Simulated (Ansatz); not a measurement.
```yaml
crystal:
  periodic: [false, false, false]
  atoms:
    - {symbol: O, position_ang: [0.000000, 0.000000, 0.000000]}
    - {symbol: Mg, position_ang: [0.000000, 0.000000, 1.869300]}
basis:
  gaussian: {orbitals: def2-TZVP}
magnetization: {spin_polarized: true, initial_magnetization: 2}
hamiltonian: {xc: pbe0}
relax: {f_tol: 0.004, max_steps: 80}
```

```sh
$ ansatz run in.yaml --threads 1 --pin off --events-out ev --progress --plain --max-ram 2176MiB
```

Steps of the relaxation (energy above the last step; positions in Å, forces in eV/Å):

```
2
step 1, 1.3 meV
O     0.000    0.000    0.000    0.000    0.000   -0.192
Mg    0.000    0.000    1.869    0.000    0.000    0.192
```

```
2
step 2, 0.4 meV
O     0.000    0.000   -0.003    0.000    0.000   -0.108
Mg    0.000    0.000    1.872    0.000    0.000    0.108
```

```
2
step 3, 0.0 meV
O     0.000    0.000   -0.007    0.000    0.000   -0.002
Mg    0.000    0.000    1.876    0.000    0.000    0.002
```

Close pairs at the end: O1–Mg2 1.882 Å.

A stationary point of unrestricted PBE0 after 3 steps, with ⟨S²⟩ = 2.004 against 2.00 for a pure state. 4.7 s on 1 thread of AMD EPYC 7R43, shared host.
